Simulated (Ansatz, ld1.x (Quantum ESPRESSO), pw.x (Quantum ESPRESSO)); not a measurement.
**Which Cl potential is closest to all-electron in the sc crystal?**

All use LDA (PW92), scalar-relativistic, no spin, cutoffs from each file’s atomic test, pw.x 7.5; 12³ k-points, Fermi–Dirac smearing 0.01 Ry. Δ is the rms difference from all-electron LAPW of the E(V) curves that follow from fits to the pressures, over ±6 % in volume. Mesh and smearing are coarse and serve the comparison alone. The files are a selection: those with a ghost or negative overlap were mostly not run, and those with noisy or unconverged pressures or nearly equal Δ are left out.

All-electron: a0 = 2.751 Å (V0 = 20.83 Å³/atom), B0 = 52.2 GPa.

Problem. Rank them by Δ, smallest first.
A. norm-conserving RRKJ (Kleinman–Bylander form), ld1.x (Quantum ESPRESSO) 7.5, LDA (PW92); core [Ne], reference 3s2 3p5; waves: 3s (bound): rc 1.15 bohr; 3d channel at -0.1 Ry: rc 1.00 bohr; 3p (bound): rc 1.15 bohr; local part: the p channel; core correction: a·sin(br)/r model core inside 0.95 bohr.
B. ultrasoft, ld1.x (Quantum ESPRESSO) 7.5, LDA (PW92); core [Ne], reference 3s2 3p5; waves: 3s (bound): rcut 0.95, rcutus 1.15 bohr; 3s channel at 0.05 Ry: rcut 0.95, rcutus 1.15 bohr; 3p (bound): rcut 1.30, rcutus 1.60 bohr; 3p channel at 2 Ry: rcut 1.30, rcutus 1.60 bohr; 3d channel at 0.35 Ry: rcut 1.30, rcutus 1.55 bohr; local part: all-electron potential smoothed inside 1.05 bohr (lloc = -1); core correction: a·sin(br)/r model core, default radius (core density twice the valence density); augmentation: PSQ, radius 0.85 bohr.
C. norm-conserving RRKJ (Kleinman–Bylander form), ld1.x (Quantum ESPRESSO) 7.5, LDA (PW92); core [Ne], reference 3s2 3p5; waves: 3s (bound): rc 1.05 bohr; 3p (bound): rc 1.15 bohr; 3d channel at 0.35 Ry: rc 1.10 bohr; local part: all-electron potential smoothed inside 0.90 bohr (lloc = -1); core correction: none.

Solution. B (0.1 meV/atom), A (0.5 meV/atom), C (4.1 meV/atom).
